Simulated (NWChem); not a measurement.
## Correlation energy of Al

```
Al
```
Charge 0, spin multiplicity 2.

All runs are NWChem calculations.

Basis set: cc-pVQZ. Each correlation energy counts from its own Hartree-Fock reference.

The correlated methods keep 5 core orbitals frozen. The stability of the SCF solutions was not checked. Open-shell Hartree-Fock references start from PBE0 orbitals. Coupled-cluster values serve here as a point of comparison, not as the truth.

Task: For the correlation energy, CCSD(T) on UHF gives -53.3 mHa and CCSD(T) on ROHF gives -57.2 mHa. What do SCS-UMP2 give?

Result: SCS-UMP2: -43.2 mHa.
